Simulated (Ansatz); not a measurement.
Process, species as SMILES: F (HF) -> F (HF) as doublet, charge +1 + e-

Property: adiabatic ionisation energy (0 K, with zero-point energies), in eV. Conventions: non-relativistic; 6-311+G** with 5d; 6-31G* and kin with 6d, 5d where marked; UHF or UKS for open shells; LANL2DZ all-electron up to Ne; frozen cores in correlated levels; no spin-orbit coupling. CBS marks a two-point X^-3 extrapolation of the correlation energy; Hartree-Fock from the larger set (for Q and 5 zeta extrapolated as (X+1)exp(-9√X)). First-principles rows: single points at B3LYP-D3(BJ) geometries (Ansatz, a quantum-chemistry and plane-wave program), with unscaled harmonic terms from B3LYP/6-31G* at its own minima.

Measured values: CCCBDB table in ASE; they hold spin-orbit and core effects. 

Value to compare with, the measured value: 16.03 eV.

| level | program | adiabatic ionisation energy (0 K, with zero-point energies) (eV) | error |
|---|---|---|---|
| PBE/STO-3G | Ansatz | 11.43 | -4.60 |
| PBE/3-21G | Ansatz | 14.55 | -1.48 |
| PBE/LANL2DZ | Ansatz | 15.66 | -0.37 |
| PBE/6-31G* | Ansatz | 15.36 | -0.67 |
| PBE/def2-SVP | Ansatz | 15.56 | -0.47 |
| PBE/6-311+G** | Ansatz | 16.08 | 0.05 |
| PBE/def2-TZVPD | Ansatz | 16.03 | 0.00 |
| CCSD(T)/CBS(cc-pVQZ,cc-pV5Z) | Ansatz | 16.08 | 0.05 |

Among the 6 habitual levels, PBE/STO-3G lies farthest from the measured value (-4.60 eV) and PBE/6-311+G** nearest (0.05); 1 of 6 lie above it, and their mean absolute error is 1.27 eV, the median 0.57. One case shows no general order.

The sets are all those run for this method; runs whose electronic state is in doubt are left out.
